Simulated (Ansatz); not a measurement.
# H₂S with CH₄O: superposition error and deformation, part 2 of 3

Ansatz 0.2.0, Gaussian basis. Earlier steps stand in the parts before.

## 13. CCSD(T)/def2-TZVPPD

The inputs:

a/in.yaml

```yaml
crystal:
  periodic: [false, false, false]
  atoms:
    - {symbol: S, position_ang: [-0.270205, -0.474501, -2.661228]}
    - {symbol: H, position_ang: [-0.474542, 0.104003, -1.459208]}
    - {symbol: H, position_ang: [0.514435, 0.529335, -3.079567]}
basis:
  gaussian: {orbitals: "def2-TZVPPD.json"}
correlation: {method: ccsd_t}
```

b/in.yaml

```yaml
crystal:
  periodic: [false, false, false]
  atoms:
    - {symbol: C, position_ang: [0.308488, -0.257192, 1.268199]}
    - {symbol: O, position_ang: [-0.439598, 0.698195, 0.542370]}
    - {symbol: H, position_ang: [1.134320, -0.566200, 0.627490]}
    - {symbol: H, position_ang: [-0.284058, -1.145075, 1.515170]}
    - {symbol: H, position_ang: [0.722050, 0.164711, 2.190850]}
    - {symbol: H, position_ang: [-1.210991, 0.946823, 1.055927]}
basis:
  gaussian: {orbitals: "def2-TZVPPD.json"}
correlation: {method: ccsd_t}
```

One command serves all of them, each in its own folder.

Run with:

```sh
$ ansatz run in.yaml --threads 4 --pin off --events-out ev --progress --plain --max-ram 9574MiB
```

a printed, shortened:

```text
Functional definition: HF
  name "HF"
  cite "Fock, Z. Phys. 61, 126 (1930) doi:10.1007/BF01340294"
  parent pbe
[...]
471 factors; integrals over basis functions are off by at most 9.8e-4 eV
[...]
mean field -10849.40749462 eV, -398.7083714346 hartree, gradient 4.4e-6 eV, S^2 0.000000; 0 other end points of the search recorded, 0 dependent functions left out
5 core orbitals not correlated: weight in the atoms' cores, before any rotation towards them, 1.000 or more for the frozen orbitals, at most 0.000 for the correlated occupied ones
reference -10849.40749462 eV, -398.7083714346 hartree; 4, 4 occupied and 76, 76 virtual orbitals, 471 factors
second order -5.23545668 eV of doubles, -0.00000000 eV of singles
cycle   1  -5.71375201 eV  change   -4.8e-1 eV  update   5.0e-2
[...]
cycle   8  -5.89372125 eV  change    4.1e-6 eV  update   7.5e-6
perturbative correction -0.22693471 eV, -0.0083396968 hartree
Total energy: -10855.52815057 eV, -398.9333013924 hartree
```

Log of b, shortened:

```text
[... 4 set-up lines as earlier in the session ...]
[...]
829 factors; integrals over basis functions are off by at most 8.3e-4 eV
[...]
mean field -3131.92290796 eV, -115.0960439739 hartree, gradient 1.3e-6 eV, S^2 0.000000; 0 other end points of the search recorded, 0 dependent functions left out
2 core orbitals not correlated: weight in the atoms' cores, before any rotation towards them, 1.000 or more for the frozen orbitals, at most 0.000 for the correlated occupied ones
reference -3131.92290796 eV, -115.0960439739 hartree; 7, 7 occupied and 136, 136 virtual orbitals, 829 factors
second order -11.68492020 eV of doubles, -0.00000000 eV of singles
cycle   1  -11.87539194 eV  change   -1.9e-1 eV  update   6.5e-2
[...]
cycle   9  -12.18958988 eV  change   -3.6e-6 eV  update   9.7e-6
perturbative correction -0.40941109 eV, -0.0150455801 hartree
Total energy: -3144.52190893 eV, -115.5590487196 hartree
```

Times: 0.45 s (a), 5.5 s (b) on 4 threads of Arm Neoverse V1, shared host; peak memory 0.89 GiB.

## 14. Relaxing H₂S alone

File relax-a/in.yaml:

```yaml
crystal:
  periodic: [false, false, false]
  atoms:
    - {symbol: S, position_ang: [-0.270205, -0.474501, -2.661228]}
    - {symbol: H, position_ang: [-0.474542, 0.104003, -1.459208]}
    - {symbol: H, position_ang: [0.514435, 0.529335, -3.079567]}
basis:
  gaussian: {orbitals: def2-TZVP}
hamiltonian: {xc: pbe0, dispersion: d4}
relax: {f_tol: 0.005, max_steps: 200}
```

Run with:

```sh
$ ansatz run in.yaml --threads 4 --pin off --events-out ev --progress --plain --max-ram 9574MiB
```

What it wrote, shortened:

```text
[... 5 set-up lines as earlier in the session ...]
[...]
359 factors; their error is unknown
[...]
mean field -10864.44949235 eV, -399.2611546554 hartree, gradient 2.8e-5 eV, S^2 0.000000; 0 other end points of the search recorded, 0 dependent functions left out
[...]
reference -10864.45048032 eV, -399.2611909626 hartree; 9, 9 occupied and 40, 40 virtual orbitals, 359 factors
Total energy: -10864.46265977 eV, -399.2616385494 hartree
Atom 0 at    -0.271700    -0.475023    -2.658621 Å, force     0.001138     0.000139    -0.002320 eV/Å
Atom 1 at    -0.471621     0.104143    -1.465446 Å, force    -0.000019     0.001042     0.001398 eV/Å
Atom 2 at     0.513009     0.529717    -3.075935 Å, force    -0.001119    -0.001181     0.000923 eV/Å
Dipole moment:     0.076164     0.206305     0.101068 e Å
```

Run time: 0.7 s. Hardware: 4 threads of Arm Neoverse V1, shared host.

Step by step:

| step | energy from step 1 (eV) | largest force component (eV/Å) |
| --- | --- | --- |
| 1 | 0.0000 | 0.1992 |
| 2 | -0.0008 | 0.0759 |
| 3 | -0.0010 | 0.0023 |

Distances of close pairs at the start and the end, largest changes first:

| bond | before (Å) | after (Å) | change (Å) |
| --- | --- | --- | --- |
| S1–H2 | 1.350 | 1.341 | -0.008 |
| S1–H3 | 1.341 | 1.341 | +0.000 |

## 15. Relaxing CH₄O alone

File relax-b/in.yaml:

```yaml
crystal:
  periodic: [false, false, false]
  atoms:
    - {symbol: C, position_ang: [0.308488, -0.257192, 1.268199]}
    - {symbol: O, position_ang: [-0.439598, 0.698195, 0.542370]}
    - {symbol: H, position_ang: [1.134320, -0.566200, 0.627490]}
    - {symbol: H, position_ang: [-0.284058, -1.145075, 1.515170]}
    - {symbol: H, position_ang: [0.722050, 0.164711, 2.190850]}
    - {symbol: H, position_ang: [-1.210991, 0.946823, 1.055927]}
basis:
  gaussian: {orbitals: def2-TZVP}
hamiltonian: {xc: pbe0, dispersion: d4}
relax: {f_tol: 0.005, max_steps: 200}
```

Run with:

```sh
$ ansatz run in.yaml --threads 4 --pin off --events-out ev --progress --plain --max-ram 9574MiB
```

What it wrote, shortened:

```text
[... 5 set-up lines as earlier in the session ...]
[...]
507 factors; their error is unknown
[...]
mean field -3146.64875557 eV, -115.6372088920 hartree, gradient 2.1e-5 eV, S^2 0.000000; 0 other end points of the search recorded, 0 dependent functions left out
[...]
Atom 2 at     1.138118    -0.559463     0.632276 Å, force    -0.000034     0.000026     0.000119 eV/Å
Atom 3 at    -0.277565    -1.153824     1.514254 Å, force     0.000030     0.000123    -0.000140 eV/Å
Atom 4 at     0.711238     0.166324     2.189951 Å, force    -0.000222     0.000017    -0.000280 eV/Å
Atom 5 at    -1.193576     0.962826     1.068596 Å, force     0.000634    -0.000158    -0.000141 eV/Å
Dipole moment:    -0.090395    -0.097456     0.322087 e Å
```

It took 2.6 s on 4 threads of Arm Neoverse V1, shared host.

Step by step:

| step | energy from step 1 (eV) | largest force component (eV/Å) |
| --- | --- | --- |
| 1 | 0.0000 | 0.1736 |
| 2 | -0.0010 | 0.0848 |
| 3 | -0.0014 | 0.0197 |
| 4 | -0.0014 | 0.0552 |
| 5 | -0.0015 | 0.0006 |

Close pairs (by a distance rule), those that changed most:

| bond | before (Å) | after (Å) | change (Å) |
| --- | --- | --- | --- |
| C1–O2 | 1.414 | 1.409 | -0.005 |
| C1–H5 | 1.096 | 1.097 | +0.002 |
| C1–H4 | 1.096 | 1.097 | +0.002 |
| C1–H3 | 1.090 | 1.090 | +0.000 |
| O2–H6 | 0.959 | 0.959 | -0.000 |

## 16. PBE-D4/def2-TZVPPD

File free-a/in.yaml:

```yaml
crystal:
  periodic: [false, false, false]
  atoms:
    - {symbol: S, position_ang: [-0.271700, -0.475023, -2.658621]}
    - {symbol: H, position_ang: [-0.471621, 0.104143, -1.465446]}
    - {symbol: H, position_ang: [0.513009, 0.529717, -3.075935]}
basis:
  gaussian: {orbitals: "def2-TZVPPD.json"}
hamiltonian: {xc: pbe, dispersion: d4}
```

File free-b/in.yaml:

```yaml
crystal:
  periodic: [false, false, false]
  atoms:
    - {symbol: C, position_ang: [0.302365, -0.256748, 1.263885]}
    - {symbol: O, position_ang: [-0.450369, 0.682146, 0.531043]}
    - {symbol: H, position_ang: [1.138118, -0.559463, 0.632276]}
    - {symbol: H, position_ang: [-0.277565, -1.153824, 1.514254]}
    - {symbol: H, position_ang: [0.711238, 0.166324, 2.189951]}
    - {symbol: H, position_ang: [-1.193576, 0.962826, 1.068596]}
basis:
  gaussian: {orbitals: "def2-TZVPPD.json"}
hamiltonian: {xc: pbe, dispersion: d4}
```

One command serves all of them, each in its own folder.

Run with:

```sh
$ ansatz run in.yaml --threads 4 --pin off --events-out ev --progress --plain --max-ram 9574MiB
```

Output in free-a, shortened:

```text
[... 4 set-up lines as earlier in the session ...]
[...]
436 factors; their error is unknown
[...]
mean field -10863.58114893 eV, -399.2292436235 hartree, gradient 2.4e-5 eV, S^2 0.000000; 0 other end points of the search recorded, 0 dependent functions left out
reference -10863.58119868 eV, -399.2292454516 hartree; 9, 9 occupied and 76, 76 virtual orbitals, 436 factors
Total energy: -10863.59623539 eV, -399.2297980405 hartree
```

Log of free-b, shortened:

```text
[... 4 set-up lines as earlier in the session ...]
[...]
594 factors; their error is unknown
[...]
mean field -3146.56492753 eV, -115.6341282683 hartree, gradient 3.0e-5 eV, S^2 0.000000; 0 other end points of the search recorded, 0 dependent functions left out
reference -3146.56496856 eV, -115.6341297762 hartree; 9, 9 occupied and 136, 136 virtual orbitals, 594 factors
Total energy: -3146.60650859 eV, -115.6356563440 hartree
```

Wall times: 0.25 s (free-a), 0.6 s (free-b) on 4 threads of Arm Neoverse V1, shared host.

## 17. r2SCAN-D4/def2-TZVPPD

The same edit goes into each in.yaml of step 16 (free-a, free-b):

```diff
-hamiltonian: {xc: pbe, dispersion: d4}
+hamiltonian: {xc: r2scan, dispersion: d4}
```

One command serves all of them, each in its own folder.

Run with:

```sh
$ ansatz run in.yaml --threads 4 --pin off --events-out ev --progress --plain --max-ram 9574MiB
```

free-a printed, shortened:

```text
[... 5 set-up lines as earlier in the session ...]
[...]
436 factors; their error is unknown
[...]
mean field -10867.55018104 eV, -399.3751028633 hartree, gradient 7.8e-5 eV, S^2 0.000000; 0 other end points of the search recorded, 0 dependent functions left out
reference -10867.55019781 eV, -399.3751034796 hartree; 9, 9 occupied and 76, 76 virtual orbitals, 436 factors
Total energy: -10867.55354607 eV, -399.3752265258 hartree
```

Output in free-b, shortened:

```text
[... 5 set-up lines as earlier in the session ...]
[...]
594 factors; their error is unknown
[...]
mean field -3148.55580158 eV, -115.7072915402 hartree, gradient 5.1e-5 eV, S^2 0.000000; 0 other end points of the search recorded, 0 dependent functions left out
reference -3148.55581430 eV, -115.7072920079 hartree; 9, 9 occupied and 136, 136 virtual orbitals, 594 factors
Total energy: -3148.56564719 eV, -115.7076533598 hartree
```

Times: 0.65 s (free-a), 1.2 s (free-b) on 4 threads of Arm Neoverse V1, shared host.

## 18. PBE0-D4/def2-TZVPPD

Each input of step 17 (free-a, free-b) changes in the same lines:

```diff
-hamiltonian: {xc: r2scan, dispersion: d4}
+hamiltonian: {xc: pbe0, dispersion: d4}
+output: {orbitals: {seedname: orbitals}}
```

The same command starts each run, in its folder.

Run with:

```sh
$ ansatz run in.yaml --threads 4 --pin off --events-out ev --progress --plain --max-ram 9574MiB
```

Log of free-a, shortened:

```text
[... 5 set-up lines as earlier in the session ...]
[...]
474 factors; their error is unknown
[...]
mean field -10864.51342491 eV, -399.2635041337 hartree, gradient 9.2e-6 eV, S^2 0.000000; 0 other end points of the search recorded, 0 dependent functions left out
reference -10864.51346001 eV, -399.2635054237 hartree; 9, 9 occupied and 76, 76 virtual orbitals, 474 factors
Total energy: -10864.52563947 eV, -399.2639530105 hartree
```

Output in free-b, shortened:

```text
[... 5 set-up lines as earlier in the session ...]
[...]
594 factors; their error is unknown
[...]
mean field -3146.76647401 eV, -115.6415349651 hartree, gradient 2.6e-5 eV, S^2 0.000000; 0 other end points of the search recorded, 0 dependent functions left out
reference -3146.76650407 eV, -115.6415360697 hartree; 9, 9 occupied and 136, 136 virtual orbitals, 594 factors
Total energy: -3146.80007744 eV, -115.6427698683 hartree
```

Times: 0.3 s (free-a), 0.65 s (free-b) on 4 threads of Arm Neoverse V1, shared host.

## 19. B3LYP-D4/def2-TZVPPD

Each input of step 18 (free-a, free-b) changes in the same lines:

```diff
-hamiltonian: {xc: pbe0, dispersion: d4}
-output: {orbitals: {seedname: orbitals}}
+hamiltonian: {xc: {name: B3LYP}, dispersion: d4}
```

The same command starts each run, in its folder.

Run with:

```sh
$ ansatz run in.yaml --threads 4 --pin off --events-out ev --progress --plain --max-ram 9574MiB
```

Log of free-a, shortened:

```text
[... 6 set-up lines as earlier in the session ...]
[...]
462 factors; their error is unknown
[...]
mean field -10868.98951196 eV, -399.4279972987 hartree, gradient 1.4e-5 eV, S^2 0.000000; 0 other end points of the search recorded, 0 dependent functions left out
reference -10868.98972672 eV, -399.4280051912 hartree; 9, 9 occupied and 76, 76 virtual orbitals, 462 factors
Total energy: -10869.01416180 eV, -399.4289031638 hartree
```

Output in free-b, shortened:

```text
[... 6 set-up lines as earlier in the session ...]
[...]
594 factors; their error is unknown
[...]
mean field -3150.54400863 eV, -115.7803568016 hartree, gradient 2.7e-5 eV, S^2 0.000000; 0 other end points of the search recorded, 0 dependent functions left out
reference -3150.54423071 eV, -115.7803649630 hartree; 9, 9 occupied and 136, 136 virtual orbitals, 594 factors
Total energy: -3150.61060669 eV, -115.7828042352 hartree
```

They took 0.35 s (free-a), 0.75 s (free-b) on 4 threads of Arm Neoverse V1, shared host.

## 20. wB97X-V/def2-TZVPPD

Each input of step 19 (free-a, free-b) changes in the same lines:

```diff
-hamiltonian: {xc: {name: B3LYP}, dispersion: d4}
+hamiltonian: {xc: {name: wB97X-V}}
```

Each run has its own folder and the same command.

Run with:

```sh
$ ansatz run in.yaml --threads 4 --pin off --events-out ev --progress --plain --max-ram 9574MiB
```

free-a printed, shortened:

```text
[... 5 set-up lines as earlier in the session ...]
[...]
      + integral(e_c_pw_opposite_spin*poly(b97_u_opposite, cos0, cos1)) + vv10(b, c)
457 factors; their error is unknown
112 factors; integrals over basis functions are off by at most 4.1e-5 eV
[...]
mean field -10866.69281535 eV, -399.3435952552 hartree, gradient 1.5e-5 eV, S^2 0.000000; 0 other end points of the search recorded, 0 dependent functions left out
reference -10866.69281313 eV, -399.3435951737 hartree; 9, 9 occupied and 76, 76 virtual orbitals, 457 factors
Total energy: -10866.69281313 eV, -399.3435951737 hartree
```

Log of free-b, shortened:

```text
[... 5 set-up lines as earlier in the session ...]
[...]
      + integral(e_c_pw_opposite_spin*poly(b97_u_opposite, cos0, cos1)) + vv10(b, c)
594 factors; their error is unknown
203 factors; integrals over basis functions are off by at most 2.6e-5 eV
[...]
mean field -3149.28929415 eV, -115.7342468952 hartree, gradient 3.4e-5 eV, S^2 0.000000; 0 other end points of the search recorded, 0 dependent functions left out
reference -3149.28929226 eV, -115.7342468257 hartree; 9, 9 occupied and 136, 136 virtual orbitals, 594 factors
Total energy: -3149.28929226 eV, -115.7342468257 hartree
```

They took 0.85 s (free-a), 1.9 s (free-b) on 4 threads of Arm Neoverse V1, shared host.

## 21. wB97M-V/def2-TZVPPD

Each input of step 20 (free-a, free-b) changes in the same lines:

```diff
-hamiltonian: {xc: {name: wB97X-V}}
+hamiltonian: {xc: {name: wB97M-V}}
```

Each run has its own folder and the same command.

Run with:

```sh
$ ansatz run in.yaml --threads 4 --pin off --events-out ev --progress --plain --max-ram 9574MiB
```

free-a printed, shortened:

```text
[... 5 set-up lines as earlier in the session ...]
  # Of w^i u^j: cxij and so on, Table III.
[...]
  gx(w, u) = 1 - cx + cx01*u + cx10*w
[...]
      + integral(e_c_pw_mod_opposite_spin*gos(b97_w_opposite, b97_u_opposite)) + vv10(b, c)
436 factors; their error is unknown
112 factors; integrals over basis functions are off by at most 4.1e-5 eV
[...]
mean field -10867.54432987 eV, -399.3748878367 hartree, gradient 1.7e-5 eV, S^2 0.000000; 0 other end points of the search recorded, 0 dependent functions left out
reference -10867.54438894 eV, -399.3748900075 hartree; 9, 9 occupied and 76, 76 virtual orbitals, 436 factors
Total energy: -10867.54438894 eV, -399.3748900075 hartree
```

Output in free-b, shortened:

```text
[... 5 set-up lines as earlier in the session ...]
  # Of w^i u^j: cxij and so on, Table III.
[...]
  gx(w, u) = 1 - cx + cx01*u + cx10*w
[...]
      + integral(e_c_pw_mod_opposite_spin*gos(b97_w_opposite, b97_u_opposite)) + vv10(b, c)
594 factors; their error is unknown
203 factors; integrals over basis functions are off by at most 2.6e-5 eV
[...]
mean field -3148.89260645 eV, -115.7196688909 hartree, gradient 8.1e-6 eV, S^2 0.000000; 0 other end points of the search recorded, 0 dependent functions left out
reference -3148.89265410 eV, -115.7196706422 hartree; 9, 9 occupied and 136, 136 virtual orbitals, 594 factors
Total energy: -3148.89265410 eV, -115.7196706422 hartree
```

Times: 0.9 s (free-a), 2 s (free-b) on 4 threads of Arm Neoverse V1, shared host.

## 22. B2PLYP/def2-TZVPPD

The same edit goes into each in.yaml of step 21 (free-a, free-b):

```diff
-hamiltonian: {xc: {name: wB97M-V}}
+hamiltonian: {xc: {name: B2PLYP}}
```

The same command starts each run, in its folder.

Run with:

```sh
$ ansatz run in.yaml --threads 4 --pin off --events-out ev --progress --plain --max-ram 9574MiB
```

Log of free-a, shortened:

```text
[... 5 set-up lines as earlier in the session ...]
[...]
470 factors; integrals over basis functions are off by at most 1.0e-3 eV
[...]
mean field -10863.12946034 eV, -399.2126443739 hartree, gradient 4.2e-6 eV, S^2 0.000000; 0 other end points of the search recorded, 0 dependent functions left out
5 core orbitals not correlated: weight in the atoms' cores, before any rotation towards them, 1.000 or more for the frozen orbitals, at most 0.000 for the correlated occupied ones
reference -10863.12959148 eV, -399.2126491932 hartree; 4, 4 occupied and 76, 76 virtual orbitals, 470 factors
second order -6.41014954 eV of doubles, -0.00000000 eV of singles
Total energy: -10864.86033186 eV, -399.2762527288 hartree
```

free-b printed, shortened:

```text
[... 5 set-up lines as earlier in the session ...]
[...]
829 factors; integrals over basis functions are off by at most 9.2e-4 eV
[...]
mean field -3144.17489789 eV, -115.5462962993 hartree, gradient 3.5e-6 eV, S^2 0.000000; 0 other end points of the search recorded, 0 dependent functions left out
2 core orbitals not correlated: weight in the atoms' cores, before any rotation towards them, 1.000 or more for the frozen orbitals, at most 0.000 for the correlated occupied ones
reference -3144.17503281 eV, -115.5463012575 hartree; 7, 7 occupied and 136, 136 virtual orbitals, 829 factors
second order -13.98777669 eV of doubles, -0.00000000 eV of singles
Total energy: -3147.95173252 eV, -115.6850924118 hartree
```

Wall times: 0.45 s (free-a), 1.1 s (free-b) on 4 threads of Arm Neoverse V1, shared host.

## 23. BLYP-D4/def2-TZVPPD

The same edit goes into each in.yaml of step 22 (free-a, free-b):

```diff
-hamiltonian: {xc: {name: B2PLYP}}
+hamiltonian: {xc: {name: BLYP}, dispersion: d4}
```

Each run has its own folder and the same command.

Run with:

```sh
$ ansatz run in.yaml --threads 4 --pin off --events-out ev --progress --plain --max-ram 9574MiB
```

free-a printed, shortened:

```text
[... 4 set-up lines as earlier in the session ...]
[...]
436 factors; their error is unknown
[...]
mean field -10868.25264044 eV, -399.4009177699 hartree, gradient 2.8e-5 eV, S^2 0.000000; 0 other end points of the search recorded, 0 dependent functions left out
reference -10868.25292922 eV, -399.4009283823 hartree; 9, 9 occupied and 76, 76 virtual orbitals, 436 factors
Total energy: -10868.28862111 eV, -399.4022400351 hartree
```

Output in free-b, shortened:

```text
[... 4 set-up lines as earlier in the session ...]
[...]
594 factors; their error is unknown
[...]
mean field -3149.36646098 eV, -115.7370827236 hartree, gradient 2.7e-5 eV, S^2 0.000000; 0 other end points of the search recorded, 0 dependent functions left out
reference -3149.36675955 eV, -115.7370936961 hartree; 9, 9 occupied and 136, 136 virtual orbitals, 594 factors
Total energy: -3149.46559328 eV, -115.7407257687 hartree
```

Wall times: 0.3 s (free-a), 0.7 s (free-b) on 4 threads of Arm Neoverse V1, shared host.

## 24. revPBE-D4/def2-TZVPPD

Each input of step 23 (free-a, free-b) changes in the same lines:

```diff
-hamiltonian: {xc: {name: BLYP}, dispersion: d4}
+hamiltonian: {xc: {name: revPBE}, dispersion: d4}
```

One command serves all of them, each in its own folder.

Run with:

```sh
$ ansatz run in.yaml --threads 4 --pin off --events-out ev --progress --plain --max-ram 9574MiB
```

free-a printed, shortened:

```text
[... 4 set-up lines as earlier in the session ...]
[...]
436 factors; their error is unknown
[...]
mean field -10866.46102907 eV, -399.3350772665 hartree, gradient 2.9e-5 eV, S^2 0.000000; 0 other end points of the search recorded, 0 dependent functions left out
reference -10866.46109205 eV, -399.3350795809 hartree; 9, 9 occupied and 76, 76 virtual orbitals, 436 factors
Total energy: -10866.52137231 eV, -399.3372948395 hartree
```

free-b printed, shortened:

```text
[... 4 set-up lines as earlier in the session ...]
[...]
594 factors; their error is unknown
[...]
mean field -3149.40015940 eV, -115.7383211179 hartree, gradient 3.7e-5 eV, S^2 0.000000; 0 other end points of the search recorded, 0 dependent functions left out
reference -3149.40021056 eV, -115.7383229978 hartree; 9, 9 occupied and 136, 136 virtual orbitals, 594 factors
Total energy: -3149.58040836 eV, -115.7449451448 hartree
```

Times: 0.25 s (free-a), 0.6 s (free-b) on 4 threads of Arm Neoverse V1, shared host.

(Continued in part 3 of 3.)
